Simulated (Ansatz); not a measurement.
# CCSD/STO-3G run of CH5Al (SMILES [CH3][AlH2])

Aim: the energy change on altering one bond length of CH5Al at CCSD/STO-3G, from 2 runs. 

The results are computed with Ansatz 0.2.0.

43 further runs of the same task are left out: 1 that didn't finish, 42 set aside as unsound or not needed.

## 1. Starting point

The species is CH5Al (7 atoms), meant as a singlet with charge 0. SMILES: `[CH3][AlH2]`. The coordinates come from a PBE0-D4/def2-TZVP relaxation.

Bond lengths: C1–Al2 1.950 Å, C1–H3 1.093 Å, C1–H4 1.097 Å, C1–H5 1.093 Å, Al2–H6 1.590 Å, Al2–H7 1.590 Å. Angles: C1–Al2–H6 120.6°, C1–Al2–H7 120.6°, Al2–C1–H3 112.6°, Al2–C1–H4 109.5°, Al2–C1–H5 112.5°, H6–Al2–H7 118.8°, H3–C1–H4 106.7°, H3–C1–H5 108.6°, H4–C1–H5 106.6°.

## 2. A single-point energy at CCSD/STO-3G

File job.yaml:

```yaml
crystal:
  periodic: [false, false, false]
  atoms:
    - {symbol: C, position_ang: [-0.448500, -0.695600, -0.355500]}
    - {symbol: Al, position_ang: [0.562900, 0.778300, 0.424700]}
    - {symbol: H, position_ang: [-1.063100, -1.219600, 0.380800]}
    - {symbol: H, position_ang: [-1.134400, -0.306400, -1.118200]}
    - {symbol: H, position_ang: [0.193400, -1.425500, -0.855600]}
    - {symbol: H, position_ang: [0.016000, 1.549300, 1.703400]}
    - {symbol: H, position_ang: [1.934800, 1.251600, -0.225400]}
basis:
  gaussian: {orbitals: STO-3G}
scf: {omitted_lower_state_checks: [cluster_reference, increment]}
accuracy: high
correlation: {method: ccsd, frozen_orbitals: {Al: 5, C: 1, H: 0}}
```

On the command line:

```sh
$ ansatz run job.yaml --threads 1 --pin off --max-ram 2610MiB --events-out events.jsonl --progress --plain --runs-dir runs
```

What it wrote, shortened:

```text
Warning: RAYON_NUM_THREADS=1 ignored (pool sized by the plan → 1); use --threads N
Functional definition: HF
  name "HF"
[...]
335 factors; integrals over basis functions are off by at most 2.0e-8 eV
[...]
mean field -7600.64080459 eV, -279.3183976694 hartree, gradient 8.2e-8 eV, S^2 0.000000; 0 other end points of the search recorded, 0 dependent functions left out
6 core orbitals not correlated: weight in the atoms' cores, before any rotation towards them, 0.999 or more for the frozen orbitals, at most 0.000 for the correlated occupied ones
reference -7600.64080459 eV, -279.3183976694 hartree; 6, 6 occupied and 7, 7 virtual orbitals, 335 factors
second order -2.31927776 eV of doubles, -0.00000000 eV of singles
cycle   1  -2.89747791 eV  change   -5.8e-1 eV  update   5.9e-2
[...]
cycle  18  -3.20540611 eV  change  -1.4e-10 eV  update  5.7e-10
Total energy: -7603.84621070 eV, -279.4361941713 hartree
Checks for a lower state left out: cluster_reference, increment
```

Wall time 0.16 s (1 thread of Arm Neoverse V1, shared host).

## 3. The distorted shape, same level

File molecule.yaml:

```yaml
crystal:
  periodic: [false, false, false]
  atoms:
    - symbol: C
      position_ang: [-0.277016, -0.792905, -0.164815]
    - symbol: Al
      position_ang: [0.734384, 0.680995, 0.615385]
    - symbol: H
      position_ang: [-0.891616, -1.316905, 0.571485]
    - symbol: H
      position_ang: [-1.134400, -0.306400, -1.118200]
    - symbol: H
      position_ang: [0.364884, -1.522805, -0.664915]
    - symbol: H
      position_ang: [0.187484, 1.451995, 1.894085]
    - symbol: H
      position_ang: [2.106284, 1.154295, -0.034715]
basis:
  gaussian:
    orbitals: STO-3G
correlation:
  method: ccsd
  frozen_orbitals: {Al: 5, C: 1, H: 0}
accuracy: high
scf:
  omitted_lower_state_checks: [cluster_reference, increment]
```

On the command line:

```sh
$ ansatz run molecule.yaml --threads 1 --pin off --max-ram 2610MiB --events-out events.jsonl --progress --plain --runs-dir runs
```

What it wrote, shortened:

```text
Warning: RAYON_NUM_THREADS=1 ignored (pool sized by the plan → 1); use --threads N
[... 2 set-up lines as earlier in the session ...]
[...]
335 factors; integrals over basis functions are off by at most 2.5e-8 eV
[...]
mean field -7599.40910313 eV, -279.2731334755 hartree, gradient 8.3e-8 eV, S^2 0.000000; 0 other end points of the search recorded, 0 dependent functions left out
6 core orbitals not correlated: weight in the atoms' cores, before any rotation towards them, 0.999 or more for the frozen orbitals, at most 0.000 for the correlated occupied ones
reference -7599.40910313 eV, -279.2731334755 hartree; 6, 6 occupied and 7, 7 virtual orbitals, 335 factors
second order -2.57284186 eV of doubles, -0.00000000 eV of singles
cycle   1  -3.21313426 eV  change   -6.4e-1 eV  update   6.6e-2
[...]
cycle  20  -3.58108161 eV  change  -4.9e-10 eV  update  2.2e-10
Total energy: -7602.99018474 eV, -279.4047357972 hartree
Checks for a lower state left out: cluster_reference, increment
```

It took 0.16 s on 1 thread of Arm Neoverse V1, shared host.

## 4. Summary of results

Level: CCSD/STO-3G, 6 core orbitals frozen.

```
                                                         quantity          value
                                        first shape: total energy  -279.43619 Eh
         first shape: correlation energy (6 core orbitals frozen)     -117.8 mEh
                                       first shape: T1 diagnostic          0.006
                                    distorted shape: total energy  -279.40474 Eh
     distorted shape: correlation energy (6 core orbitals frozen)     -131.6 mEh
                                   distorted shape: T1 diagnostic          0.006
energy change with the C1–H4 bond stretched from 1.097 to 1.371 Å       0.856 eV
```

What this shows: With the C1–H4 bond stretched from 1.097 to 1.371 Å the energy rises by 0.86 eV (82.6 kJ/mol). The first shape isn't relaxed at this level, so the change isn't measured from a minimum. The minimal basis adds a large error of its own.
